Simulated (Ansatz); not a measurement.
**AlH2S2: composite energy at a relaxed geometry from a Python script**

Aim: a composite energy at a relaxed geometry, for AlH2S2, run from a script. SMILES: [SH][Al][SH].

Computed with Ansatz 0.2.0, driven from Python. The levels of theory stand in the script.

### Step 1. The system

Bond lengths: S1–Al2 2.261 Å, Al2–S3 2.236 Å, S1–H4 1.368 Å, S3–H5 1.420 Å. Angles: S1–Al2–S3 118.1°, Al2–S1–H4 90.3°, Al2–S3–H5 93.5°.

The script holds or builds the structure itself.

### Step 2. Script

Contents of alh2s2.py:

```python
import itertools

import ansatz as az
from ase.data import atomic_numbers, covalent_radii
import numpy as np


def main() -> None:
    molecule = (
        az.Crystal.molecule()
        .atom("S", (-1.6203, -0.7567, -0.7923))
        .atom("Al", (-0.3356, 0.8326, 0.1739))
        .atom("S", (1.7726, 0.3069, 0.6999))
        .atom("H", (-2.0474, -1.1714, 0.439))
        .atom("H", (2.2807, 0.7151, -0.5619))
    )

    model = molecule.calculation()
    model = model.basis(gaussian="def2-SVP")
    model = model.functional("r2scan").spin("collinear", total=1)
    symbols = [site.symbol for site in molecule.cartesian_sites]
    start = np.array([site.position_ang for site in molecule.cartesian_sites], dtype=float)
    rep = model.relax(force_tolerance=0.01).run(threads=1, pin="off").report
    end = np.array(rep["positions_ang"])
    radius = [covalent_radii[atomic_numbers[s]] for s in symbols]
    span = lambda where, i, j: np.linalg.norm(where[i] - where[j])
    bonded = [(i, j) for i, j in itertools.combinations(range(len(symbols)), 2) if min(span(start, i, j), span(end, i, j)) < 1.2 * (radius[i] + radius[j])]
    print("pair        before    after (A)")
    for i, j in bonded:
        print(f"{symbols[i]}{i}-{symbols[j]}{j}".ljust(10), f"{span(start, i, j):8.4f} {span(end, i, j):8.4f}")

    minimum = az.Crystal.molecule()
    for symbol, place in zip(symbols, end):
        minimum = minimum.atom(symbol, place.tolist())
    at_minimum = minimum.calculation().spin("collinear", total=1)
    level = lambda method, basis: at_minimum.basis(gaussian=basis).correlation(method).run(threads=1, pin="off").report
    small, large, cluster = level("mp2", "cc-pVDZ"), level("mp2", "cc-pVTZ"), level("ccsd_t", "cc-pVDZ")
    corr = lambda each: (each["free_energy_ev"] - each["reference_energy_ev"]) / 27.211386246
    mp2_limit = (27 * corr(large) - 8 * corr(small)) / 19
    pieces = {"HF / cc-pVTZ": large["reference_energy_ev"] / 27.211386246, "MP2 correlation, DZ-TZ limit": mp2_limit, "CCSD(T) - MP2 / cc-pVDZ": corr(cluster) - corr(small)}
    for name, value in pieces.items():
        print(f"{name:32s} {value:14.6f} Ha")
    print(f"{'sum':32s} {sum(pieces.values()):14.6f} Ha")
    print("T1 diagnostic", round(cluster["correlation"]["coupled_cluster"]["t1_diagnostic"], 4))


if __name__ == "__main__":
    main()
```

### Step 3. The calls as engine input

The engine receives this input (first run):

```yaml
crystal:
  periodic: [false, false, false]
  atoms:
    - { symbol: S, position_ang: [-1.6203, -0.7567, -0.7923] }
    - { symbol: Al, position_ang: [-0.3356, 0.8326, 0.1739] }
    - { symbol: S, position_ang: [1.7726, 0.3069, 0.6999] }
    - { symbol: H, position_ang: [-2.0474, -1.1714, 0.439] }
    - { symbol: H, position_ang: [2.2807, 0.7151, -0.5619] }
basis:
  gaussian:
    orbitals: def2-SVP
hamiltonian:
  xc: r2scan
magnetization:
  spin_polarized: true
  initial_magnetization: 1.0
relax:
  f_tol: 0.01
```

### Step 4. The run

Run with:

```bash
> python alh2s2.py
```

Q: Predict the main results. Wanted: T1 diagnostic; composite energy.

As calculated:

```
        quantity            value
   T1 diagnostic           0.0143
composite energy  -1038.753760 Ha
   runs compared                3
```

In CPU time, run 3 cost about 5.9 times as much as run 1. A T1 diagnostic under about 0.02 supports a single-reference treatment, as here. Run 0: The relaxation took 18 moves; the largest shift is 1.462 Å, of atom 5 (H). So large a move can change the bonding: the results belong to the relaxed structure. Caveats:
- The sum leaves out core correlation, relativity, the Hartree-Fock basis error and zero-point energy; a DZ-TZ extrapolation is rough.
- The species is open-shell (spin multiplicity 2).
- Inner cores stay frozen, so this is valence correlation.
- For Al to Cl the sets with a tight d function, cc-pV(X+d)Z, are usual.
